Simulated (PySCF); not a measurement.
Gas-phase reaction: Al2F6 + 4 AlH3 + 3 C4H8 (isobutene) → 6 Al(CH3)2F

Method: PySCF energies plus ideal-gas RRHO corrections (1 bar). S°(298 K) at PBE0/def2-TZVP differs from the NASA 1993 table for Al2F6 (+7 J/mol/K); whether the harmonic model or the table's entry is off was not settled. † marks an energy on the PBE0/def2-TZVP geometry and frequencies; other levels use their own. CCSD(T) freezes the core. 6-31G* has spherical d functions here. All species are closed-shell singlets. Methyl groups turn as free rotors in Al(CH3)2F. AlH3, Al(CH3)2F: computed as isolated molecules; such fragments, hydroxides, amides, oligomers or adducts are transient or little studied in the gas. CCSD(T) isn't extrapolated to the basis-set limit. The harmonic model lacks anharmonicity and excited electronic states, which grow with temperature; levels with a mode under 35 cm⁻¹ are left out. Internal rotation in C4H8 (isobutene) is treated as a harmonic vibration of one conformer, which makes the entropy rough. Soft modes under 120 cm⁻¹ make the harmonic entropy rough for Al2F6.

ΔH° and ΔS° at 298 K: BLYP/def2-TZVP† -590 kJ, -92 J/K; CCSD(T)/def2-SVP† -434 kJ, -92 J/K; HF/6-31G* -398 kJ, -96 J/K; HF/def2-TZVP† -447 kJ, -92 J/K; PBE/def2-TZVP† -654 kJ, -92 J/K; PBE0/def2-QZVP† -656 kJ, -92 J/K.

Question: With the heat capacities included, give log10 K (1 bar) at 800, 1400, 1800, 2000, 2500 K from BLYP/def2-TZVP†, CCSD(T)/def2-SVP†, HF/6-31G*, HF/def2-TZVP†, PBE/def2-TZVP†, PBE0/def2-QZVP†.

Answer: 
```
T (K)  BLYP/def2-TZVP†  CCSD(T)/def2-SVP†  HF/6-31G*  HF/def2-TZVP†  PBE/def2-TZVP†  PBE0/def2-QZVP†
-----  ---------------  -----------------  ---------  -------------  --------------  ---------------
800               33.5               23.4       20.8           24.2            37.7             37.9
1400              16.5               10.7        9.1           11.2            18.9             19.0
1800              11.3                6.8        5.5            7.2            13.2             13.3
2000               9.5                5.4        4.2            5.7            11.1             11.2
2500               6.1                2.8        1.8            3.1             7.4              7.5
```
